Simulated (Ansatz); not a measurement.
**Diamond-structure Ge**

Method: r²SCAN in Ansatz (PAW).

Run with plane-wave cutoff 600 eV, 10×10×10 k mesh, scalar-relativistic PAW data made under PBE.

Cell: measured lattice: a = 5.658 Å, b = 5.658 Å, c = 5.658 Å, α = 90.00°, β = 90.00°, γ = 90.00°.

| Property | Value |
|---|---|
| elastic constant C11 | 130 GPa |
| elastic constant C12 | 46.7 GPa |
| elastic constant C44 | 68.4 GPa |
| Voigt–Reuss–Hill bulk modulus | 74.4 GPa |
| Voigt–Reuss–Hill shear modulus (Hill average) | 56.0 GPa |
| Young modulus | 134 GPa |
| Poisson ratio | 0.199 |

Measured, for comparison: elastic constant C11 131 GPa, elastic constant C12 49 GPa, elastic constant C44 68 GPa (low temperature, zero-point motion not removed; as tabulated in Tanner et al. (2021), arXiv:2110.11888). Computed (rounded) less measured: elastic constant C11 -0.8 %, elastic constant C12 -5 %, elastic constant C44 +0.6 %.

Note: the cell isn't this level's own, so it is under some stress, which shifts stiffness and frequencies.

Elastic constants are with the ions relaxed.

Computed values are for the static lattice.

Computing time: around 3 core-minutes (rough).

Ansatz is an electronic-structure program.
